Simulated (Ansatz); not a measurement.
# FH6NSi: the cost of one run

All numbers below are computed with Ansatz 0.2.0 (RKS PBE-D4/def2-SVP).

**1. Starting point**

Bond lengths: Si1–F2 1.940 Å, Si1–H3 1.460 Å, Si1–H4 1.459 Å, Si1–H5 1.459 Å, Si1–N6 2.120 Å, N6–H7 1.060 Å, N6–H8 1.060 Å. Angles: F2–Si1–H3 109.5°, F2–Si1–H4 109.5°, F2–Si1–H5 109.5°, F2–Si1–N6 71.6°, H3–Si1–H4 109.5°, H3–Si1–H5 109.5°, H3–Si1–N6 178.9°, H4–Si1–H5 109.5°, H4–Si1–N6 70.0°, H5–Si1–N6 70.0°, Si1–N6–H7 120.0°, Si1–N6–H8 120.0°, H7–N6–H8 120.0°.

Coordinates:

```xyz
9

Si    0.0000    0.0000    0.0000
F     0.0000    0.0000    1.9400
H     1.3768    0.0000   -0.4862
H    -0.6877    1.1914   -0.4862
H    -0.6877   -1.1914   -0.4862
N    -2.0118    0.0000    0.6685
H    -2.7319   -0.6071    0.1822
H    -2.2977    0.6071    1.4890
H    -1.1911    0.0000    1.7191
```

**2. Pulling towards end A**

Springs on the bonds that form and break draw the guess towards this end; the thresholds are loose.

Contents of input.yaml:

```yaml
crystal:
  periodic: [false, false, false]
  atoms:
    - { symbol: Si, position_ang: [0.0, 0.0, 0.0] }
    - { symbol: F, position_ang: [0.0, 0.0, 1.94] }
    - { symbol: H, position_ang: [1.3768, 0.0, -0.4862] }
    - { symbol: H, position_ang: [-0.6877, 1.1914, -0.4862] }
    - { symbol: H, position_ang: [-0.6877, -1.1914, -0.4862] }
    - { symbol: "N", position_ang: [-2.0118, 0.0, 0.6685] }
    - { symbol: H, position_ang: [-2.7319, -0.6071, 0.1822] }
    - { symbol: H, position_ang: [-2.2977, 0.6071, 1.489] }
    - { symbol: H, position_ang: [-1.1911, 0.0, 1.7191] }
basis:
  gaussian: { orbitals: def2-SVP }
hamiltonian:
  xc: pbe
  dispersion: d4
relax:
  f_tol: 0.15
  max_steps: 25
  restrain:
    - { distance: [0, 5], at: 3.02, k: 30.0 }
    - { distance: [8, 1], at: 2.12, k: 30.0 }
    - { distance: [0, 1], at: 1.59, k: 30.0 }
    - { distance: [8, 5], at: 1.06, k: 30.0 }
output:
  orbitals: {}
```

Started as:

```
ansatz run input.yaml --threads 1 --pin off --max-ram 2048MiB --backend cpu --events-out ev --progress --plain --runs-dir out
```

**Question.** How long does this run take on 1 thread of Arm Neoverse V1, shared host, and how much memory does it need?

About 24 s, with a peak of 0.13 GiB.
